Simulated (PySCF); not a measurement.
Geometries of 2 isomers of C5H10S, from PBE0-D3(BJ)/def2-SVP geometry optimisation, gas phase (PySCF 2.14.0). One conformer each, no zero-point energy, no frequencies.

Question: Which is lower in electronic energy at this level?
A.
```xyz
16
angstrom
C      2.158    0.258   -0.376
C      0.866   -0.026    0.365
C     -0.164   -0.814   -0.437
C     -1.518   -0.578    0.214
C     -1.652    0.930    0.383
S      0.010    1.537    0.848
H      2.661   -0.685   -0.647
H      1.960    0.828   -1.297
H      2.858    0.844    0.239
H      1.092   -0.570    1.298
H     -0.178   -0.437   -1.475
H      0.106   -1.882   -0.479
H     -1.544   -1.065    1.203
H     -2.350   -0.992   -0.378
H     -2.374    1.209    1.164
H     -1.965    1.410   -0.558
```
B.
```xyz
16
angstrom
C      0.031   -1.502    0.155
C      0.041    0.029    0.022
C     -0.811    0.439   -1.191
C      1.466    0.540   -0.135
C     -0.648    0.582    1.244
S     -0.070    1.631    2.328
H      0.622   -1.827    1.025
H     -0.992   -1.892    0.270
H      0.468   -1.960   -0.746
H     -0.835    1.533   -1.304
H     -0.384    0.008   -2.110
H     -1.848    0.080   -1.099
H      2.086    0.259    0.729
H      1.488    1.638   -0.207
H      1.921    0.119   -1.045
H     -1.675    0.194    1.367
```

Answer: A. That is 2-methyltetrahydrothiophene (`C[C@@H]1CCCS1`), 18.7 kcal/mol below the other.

| SMILES | atoms numbered as above | E (Eh) | relative (kcal/mol) | relative (kJ/mol) | dipole (D) |
| --- | --- | --- | --- | --- | --- |
| C[C@@H]1CCCS1 | [CH3:1][C@@H:2]1[CH2:3][CH2:4][CH2:5][S:6]1 | -594.12205 | 0.0 | 0.0 | 1.95 |
| CC(C)(C)C=S | [CH3:1][C:2]([CH3:3])([CH3:4])[CH:5]=[S:6] | -594.09227 | 18.7 | 78.2 | 2.41 |

As drawn, the higher has a C=S bond and a quaternary carbon, which the lower lacks.
